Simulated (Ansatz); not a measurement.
Si2NH7 (SMILES [SiH3]N[SiH3]): the energy, rung by rung

Si2NH7: 10 atoms, total charge 0, spin state singlet. As SMILES, `[SiH3]N[SiH3]`. The shape was relaxed beforehand at r2SCAN/def2-SVP.

```csv
atom,x (Å),y (Å),z (Å)
Si,-1.0553,0.7696,-0.8904
N,0.1164,0.4982,0.3709
Si,1.0092,-0.9455,0.7657
H,-1.3936,-0.5586,-1.4764
H,-0.5453,1.6617,-1.9803
H,-2.2930,1.4103,-0.3465
H,0.3626,1.3229,0.9180
H,0.4188,-2.0634,-0.0241
H,0.9135,-1.2552,2.2263
H,2.4667,-0.8400,0.4370
```

Each level gives the dissociation energy of the H8–Si3 bond into doublet H and doublet Si2NH6 (shapes relaxed at r2SCAN/def2-SVP, no zero-point term) (eV). The values are calculated.

```json
{"level": "HF/def2-TZVP", "kind": "Hartree–Fock", "program": "Ansatz", "value (eV)": "3.33", "CPU time (all runs)": "3.3 s"}
{"level": "SVWN5/def2-TZVP", "kind": "LDA", "program": "Ansatz", "value (eV)": "4.24", "CPU time (all runs)": "2.7 s"}
{"level": "PBE/def2-TZVP", "kind": "GGA", "program": "Ansatz", "value (eV)": "3.85", "CPU time (all runs)": "5.5 s"}
{"level": "r2SCAN/def2-TZVP", "kind": "meta-GGA", "program": "Ansatz", "value (eV)": "3.93", "CPU time (all runs)": "10 s"}
{"level": "B3LYP/def2-TZVP", "kind": "global hybrid", "program": "Ansatz", "value (eV)": "4.05", "CPU time (all runs)": "8.2 s"}
{"level": "PBE0-D4/def2-TZVP", "kind": "global hybrid", "program": "Ansatz", "value (eV)": "3.93", "CPU time (all runs)": "7.3 s"}
{"level": "wB97M-V/def2-TZVP", "kind": "range-separated hybrid", "program": "Ansatz", "value (eV)": "4.17", "CPU time (all runs)": "23 s"}
```

The values span 3.33 to 4.24 eV. Hartree–Fock misses the correlation of the electron pair that is broken and comes out low. Measured bond enthalpies also hold zero-point and thermal terms, a few tenths of an eV less. Times are those of the runs behind each value, whatever else they computed, on shared processors of several kinds: orders of magnitude only.
